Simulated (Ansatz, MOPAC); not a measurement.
System: C$_{3}$H$_{5}$, charge 0, multiplicity 2. SMILES: [CH]=CC

Atoms: C1, C2, H3, H4, C5, H6, H7, H8. Bonds: C1-C2, C1-H3, C2-H4, C2-C5, C5-H6, C5-H7, C5-H8.

Bond lengths (Å) and angles (degrees) optimised at AM1 with MOPAC; MNDO with MOPAC; PBE/6-31G* with Ansatz (a first-principles code); B3LYP/6-31G* with Ansatz, each started from the B3LYP-D3(BJ)/def2-TZVP structure (Ansatz) of the last column. A row stands for all coordinates that are equal there; 11 of 14 kinds are shown. 6-31G* holds six Cartesian d functions. No wavenumbers were computed at MNDO, PBE/6-31G*, so these may be saddle points.

```csv
coordinate,AM1,MNDO,PBE/6-31G*,B3LYP/6-31G*,B3LYP-D3(BJ)/def2-TZVP
C1-C2,1.302,1.314,1.321,1.314,1.304
C1-H3,1.059,1.048,1.091,1.083,1.078
C2-H4,1.108,1.098,1.108,1.099,1.096
C2-C5,1.479,1.497,1.510,1.509,1.503
C5-H6,1.117,1.109,1.101,1.093,1.089
C5-H7,1.119,1.110,1.106,1.098,1.093
C1-C2-C5,124.2,126.1,126.0,125.9,126.2
C2-C1-H3,164.5,178.1,137.2,137.1,138.1
C1-C2-H4,120.6,119.0,118.5,118.6,118.2
H4-C2-C5,115.2,114.9,115.4,115.5,115.7
C2-C5-H6,111.8,112.7,111.2,111.2,111.2
```

Mean signed difference of all 7 bond lengths from B3LYP-D3(BJ)/def2-TZVP: AM1 0.007 Å, MNDO 0.004 Å, PBE/6-31G* 0.012 Å, B3LYP/6-31G* 0.005 Å.
